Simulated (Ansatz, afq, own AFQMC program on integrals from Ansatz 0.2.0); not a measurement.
AFQMC on a folder of integrals that Ansatz 0.2.0 wrote.

```yaml
crystal:
  periodic: [false, false, false]
  atoms:
    - {symbol: Si, position_ang: [0.000000, 0.000000, 0.634524]}
    - {symbol: B, position_ang: [0.000000, 0.000000, -1.290679]}
    - {symbol: H, position_ang: [0.000000, -1.025810, -1.918468]}
    - {symbol: H, position_ang: [0.000000, 1.025810, -1.918468]}
basis:
  gaussian: {orbitals: cc-pVDZ}
magnetization: {spin_polarized: true, initial_magnetization: 1}
correlation: {method: ccsd_t, electrons: outside_noble_gas, hamiltonian_folder: ham}
```

```sh
$ ansatz run in.yaml --threads 1 --pin off --events-out ev --progress --plain --max-ram 1843MiB
```

Options of the walk:

```
--method free --trial cisd --walkers 60 --time-step 0.03 --max-blocks 80 --target-error 0.00036 --factor-cut 1e-05 --seed 6972 --times 0,0.3,0.6,1.2,1.8,2.4,3.6,4.8,6 --taylor-order 8
```

Times are imaginary, in 1/Eh. The walk had a cap of 1011 s.

```
orbitals 36  electrons 5 4  factors 277 of 402
reference energy -314.68297539 Eh
CCSD correlation -0.18288566 Eh in 12 cycles, weight of the determinant in the CISD state 0.8747
repeat  energy at the last time / Eh  error
    10  -314.870764  0.001579
    20  -314.871092  0.001163
    30  -314.871493  0.000894
    40  -314.871713  0.000734
    50  -314.871776  0.000642
    60  -314.871659  0.000582
    70  -314.871600  0.000536
    80  -314.871767  0.000498
time / (1/Eh)  energy / Eh  error  mean overlap
  0.00  -314.865775  0.000103  1.1429
  0.30  -314.868622  0.000134  1.1485
  0.60  -314.870141  0.000157  1.1480
  1.20  -314.871872  0.000177  1.1370
  1.80  -314.872041  0.000208  1.1520
  2.40  -314.872011  0.000223  1.1635
  3.60  -314.872285  0.000327  1.1827
  4.80  -314.872128  0.000365  1.1800
  6.00  -314.871767  0.000498  1.2084
energy -314.871767 +/- 0.000498 Eh
```

Task: Estimate how long the walk took on 1 thread of Arm Neoverse V1, on a shared host.

Result: 4.5 min of wall time.

The run passed its tests (error under three times the target), which doesn't prove that it has relaxed.

Against this walk (error 13.5 meV) on the same determinant: CCSD(T) 17.3 meV higher (within the noise), CCSDT(Q) 23.3 meV lower (within the noise). The error is statistical, and a free projection of finite length keeps a remainder of its start.

Cautions: remainder of the start not in the error; error above the target (13.5 against 9.8 meV); an unrestricted solution with more broken spin lies lower (13 meV, ⟨S²⟩ 0.92).

CCSDT and higher add their correlation energy to the determinant of the CCSD(T) run, since their own runs factorise the integrals more tightly (a shift of under 2 meV). A walk keeps the symmetry of its determinant, which the program's search chose and which needn't be the lowest solution, so a lower state of the same spin and another symmetry isn't excluded.
